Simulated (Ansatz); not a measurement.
C3H6S, SMILES CC=CS: vertical spin-state energies, run with Ansatz 0.2.0 through its Python package.

Script `c3h6s.py`:
```python
"""Vertical spin-state energies of C3H6S."""

import ansatz

BASIS = "aug-cc-pVDZ"
FUNCTIONAL = "b3lyp"

GEOMETRY = """
C    -1.02230    0.91240    0.34770
C     0.03990    0.15720   -0.26220
C     0.51810   -0.94070    0.29270
S     1.91380   -1.83900   -0.40450
H    -1.91600    0.98190   -0.37360
H    -1.42020    0.55300    1.28300
H    -0.71070    1.98560    0.52330
H     0.47200    0.54650   -1.21340
H     0.16170   -1.29020    1.29350
H     2.04680   -1.11800   -1.48340
"""

geometry = ansatz.Crystal.molecule()
for line in GEOMETRY.strip().splitlines():
    symbol, *xyz = line.split()
    geometry = geometry.atom(symbol, [float(v) for v in xyz])

model = geometry.calculation()
model = model.basis(gaussian=BASIS)
model = model.functional(FUNCTIONAL)
model = model.accuracy("medium").scf(lower_state_search="off")
found = {}
for unpaired in [0, 2]:
    rep = model.spin("collinear", total=unpaired).run().report
    s = unpaired / 2
    found[unpaired] = rep["free_energy_ev"]
    print(f"2S+1 = {unpaired + 1}: E = {found[unpaired]:.5f} eV, <S^2> = {abs(rep['mean_field']['state']['spin_squared']):.3f} (pure state {s * (s + 1):.2f})")
lowest = min(found, key=found.get)
for unpaired, e in found.items():
    print(f"multiplicity {unpaired + 1}: {96.485332 * (e - found[lowest]):.1f} kJ/mol above the lowest")
```

Which spin state is lowest at this geometry, and how far above lie the others?

In order: multiplicity 1 (+0.00 eV) and multiplicity 3 (+3.87 eV), all at the one geometry.

The run itself:

```console
$ python c3h6s.py
2S+1 = 1: E = -14044.43813 eV, <S^2> = 0.000 (pure state 0.00)
2S+1 = 3: E = -14040.57215 eV, <S^2> = 2.008 (pure state 2.00)
multiplicity 1: 0.0 kJ/mol above the lowest
multiplicity 3: 373.0 kJ/mol above the lowest
```

These settings explore the input space; basis and method may be short of convergence. The geometry is a force-field or estimated start, not a minimum of this method, and the basis set is short of its limit. All parts are taken at fixed geometry, without zero-point energy. b3lyp holds the VWN-RPA fit, as in Gaussian; the form of ORCA and Turbomole is b3lyp5. It ran for 16 s on 1 thread of Arm Neoverse V2, on a shared host, peak memory 0.43 GiB.

(Lines on the test bed's own set-up are left out of the output.)
